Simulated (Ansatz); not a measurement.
SnH$_{2}$, triplet in def2-SVP: errors against full CI

Geometry: a PBE0/def2-TZVP stationary point for this spin, not checked as a minimum. The singlet lies 0.6 eV lower here.

```xyz
3

Sn    0.0000   -0.0144    0.0000
H     0.0000    0.8475   -1.4828
H     0.0000    0.8475    1.4828
```

Basis def2-SVP with its core potentials; Ansatz 0.2.0. Only valence electrons are correlated (noble-gas cores and the filled d shells of p-block atoms frozen), which leaves 6 electrons in 27 orbitals. Prefix R: restricted or restricted open-shell reference; prefix U: unrestricted. Active spaces: valence = (6e, 6o) chosen from the atoms' valence shells. No spin–orbit coupling is included; scalar relativity enters through the core potentials alone.

Full CI is exact within this basis and frozen core; it isn't the basis-set limit. The frozen core follows each run's orbitals, which can shift R against U totals by a few meV for light atoms and by up to 0.1 eV past Ca.

- UHF ⟨S²⟩: 2.005
- T1 diagnostic (RCCSD): 0.0184
- largest doubles amplitude (RCCSD): 0.057

| level | E − E(full CI) (meV) | share of correlation (%) | wall time |
| --- | --- | --- | --- |
| RHF | 2339 | 0.00 | – |
| RMP2 | 604 | 74.19 | – |
| RCCSD | 60 | 97.43 | – |
| RCCSD(T) | 15 | 99.34 | 1.1 s |
| BCCD(T) | 15 | 99.35 | 0.78 s |
| RCCSDT | 0 | 100.00 | – |
| RCCSDT(Q) | -1 | 100.03 | 3.6 s |
| CASSCF (valence space) | 1409 | 39.76 | – |
| NEVPT2 (valence space) | 415 | 82.27 | 0.78 s |
| MRCISD (valence space) | 40 | 98.30 | – |
| MRCISD+Q (valence space) | -7 | 100.31 | 1.1 s |

The correlation energy at full CI, counted from RHF, is -2.339 eV. That run took 8.5 s on 1 thread of Arm Neoverse V1, shared host over 2,129,664 determinants.

Run but not shown, since their state, orbitals or frozen core can't be matched to the reference's or they repeat it: UHF, UMP2, UCCSD, UCCSD(T), UCCSDT, UCCSDT(Q).

Times hold each run's SCF and search for its determinant on a shared host, so for small cases they say little of a method's own cost; they ran on 1 thread of Arm Neoverse V1. Some runs computed forces too.

More than 5 meV below full CI, which no variational method can be: MRCISD+Q (valence space).

The full-CI state has the irrep B1 of C2v, in the program's axes.

Natural occupations of full CI about the gap: 1.957 1.940 0.995 0.990 0.038 0.025 0.008 0.007 0.007 0.007; effectively unpaired electrons, Σ n²(2−n)², 2.03.
